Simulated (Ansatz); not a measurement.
A nudged elastic band was laid between two geometries of AlH6NO (9 atoms, charge 0, multiplicity 1).

Theory: Ansatz 0.2.0, RKS PBE0/def2-SVP.

```
movable images  : 5
climbing image  : yes
spring          : 5.0 eV/Å²
optimiser       : quadratic models (default)
start path      : through a guess of the saddle point
force threshold : 0.05 eV/Å
iteration limit : 60
end points      : relaxed
```

Image 0:

```xyz
9
Properties=species:S:1:pos:R:3
Al -0.009 0.139 0.228
N -0.005 0.016 2.090
H -0.754 -0.486 2.561
H 0.857 -0.186 2.593
H 1.399 0.014 -0.501
H -1.388 -0.295 -0.456
O -0.284 2.083 0.650
H -1.143 2.482 0.461
H -0.300 1.711 1.594
```

Image 6:

```xyz
9
Properties=species:S:1:pos:R:3
Al -0.175 0.455 0.117
N -0.011 0.122 2.134
H -0.706 -0.515 2.524
H 0.912 -0.170 2.456
H 1.303 0.135 -0.420
H -1.378 -0.516 -0.319
O -0.567 2.128 0.452
H -0.806 2.773 -0.214
H -0.199 1.065 2.490
```

Problem. What changes between the two ends?

Solution. Bonds broken: O7–H9. Bonds formed: N2–H9.

Problem. What energy profile does the band end with?

Solution. The forces met the threshold. The highest image is number 1 of 0 to 6, 0.024 eV above the first end and 0.813 eV above the last; the last end lies 0.789 eV below the first. A vibrational analysis at the climbing image gives one clearly imaginary mode, 558i cm⁻¹: a first-order saddle point. The orbitals stay closed-shell, which can raise the energy where a bond breaks towards radicals; this wasn't checked here.

```csv
image,path coordinate (Å),energy (eV),O7–H9 (Å),N2–H9 (Å)
0,0.00,0.000,1.01,1.79
1,0.32,0.024,1.11,1.47
2,0.65,-0.267,1.44,1.16
3,0.98,-0.618,1.81,1.04
4,1.31,-0.726,2.06,1.03
5,1.65,-0.773,2.21,1.03
6,1.98,-0.789,2.33,1.02
```

Problem. What is the geometry of the highest image?

Solution. 
```xyz
9
Properties=species:S:1:pos:R:3
Al -0.022 0.185 0.161
N -0.022 0.096 2.073
H -0.774 -0.395 2.552
H 0.840 -0.093 2.582
H 1.403 0.006 -0.519
H -1.381 -0.345 -0.488
O -0.286 2.035 0.684
H -1.111 2.506 0.525
H -0.273 1.482 1.650
```

Problem. What are the harmonic wavenumbers there?

Solution. 558i, 345, 404, 420, 465, 512, 610, 672, 698, 753, 765, 779, 967, 1483, 1546, 1903, 1935, 2028, 3565, 3652, 3909 cm⁻¹.

The run took 110 s on 1 thread of Arm Neoverse V2, with other jobs on the host, peak memory 0.14 GiB.
